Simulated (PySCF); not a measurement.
PBE single point of singlet S₃ at its PBE0 minimum.

Input, equivalent to the run apart from its starting density:

```python
from pyscf import gto, scf, dft
mol = gto.M(atom='''
S      0.000000     0.000000    -0.653607
S      1.632775     0.000000     0.326803
S     -1.632775     0.000000     0.326803''',
    basis={'S': 'def2-TZVP'},
    charge=0, spin=0)
mf = dft.RKS(mol, xc='PBE')
mf.grids.atom_grid = (75, 302)
aux = {'S': 'def2-universal-JKFIT'}
mf = mf.density_fit(auxbasis=aux)
mf.conv_tol = 1e-08
mf.diis_space = 10
mf.max_cycle = 60
mf.verbose = 4
mf.kernel()
```

SCF log (excerpt):

```
init E= -1194.10598242042
  HOMO = -0.235201625721639  LUMO = -0.182478454033252  gap/eV = 1.43467
cycle= 1 E= -1194.10867459155  delta_E= -0.00269  |g|= 0.038  |ddm|= 0.156
  HOMO = -0.232637984765745  LUMO = -0.176944265639591  gap/eV = 1.51550
cycle= 2 E= -1194.10588199134  delta_E= 0.00279  |g|= 0.105  |ddm|= 0.111
  HOMO = -0.233687827239085  LUMO = -0.179483993679355  gap/eV = 1.47496
cycle= 3 E= -1194.10909274655  delta_E= -0.00321  |g|= 0.00531  |ddm|= 0.0813
  HOMO = -0.234323789731283  LUMO = -0.180239418269803  gap/eV = 1.47171
cycle= 4 E= -1194.10910082807  delta_E= -8.08e-06  |g|= 0.00121  |ddm|= 0.00783
  HOMO = -0.234261401861016  LUMO = -0.180186133829221  gap/eV = 1.47146
cycle= 5 E= -1194.10910100623  delta_E= -1.78e-07  |g|= 0.000166  |ddm|= 0.000949
  HOMO = -0.234247563856801  LUMO = -0.180173549527076  gap/eV = 1.47143
cycle= 6 E= -1194.1091009874  delta_E= 1.88e-08  |g|= 0.000269  |ddm|= 0.000378
  HOMO = -0.234247814183516  LUMO = -0.180173752119234  gap/eV = 1.47143
cycle= 7 E= -1194.10910101013  delta_E= -2.27e-08  |g|= 0.000116  |ddm|= 0.000379
  HOMO = -0.234250472995442  LUMO = -0.180176135502862  gap/eV = 1.47144
cycle= 8 E= -1194.10910101517  delta_E= -5.04e-09  |g|= 3.93e-06  |ddm|= 0.000118
  HOMO = -0.234250435873021  LUMO = -0.180175997624829  gap/eV = 1.47144
Extra cycle  E= -1194.10910101514  delta_E= 2.55e-11  |g|= 9.15e-06  |ddm|= 1.02e-05
converged SCF energy = -1194.10910101514
```

This run, together with those of the ionised and electron-attached species (not shown), took 14 s on 2 threads of a shared Intel Xeon Platinum 8175M @ 2.50GHz (Skylake/Cascade Lake) host, with 111 basis functions; the process peaked at 1 GiB. Launch command: `OMP_NUM_THREADS=2 python axn.py task.json out`.
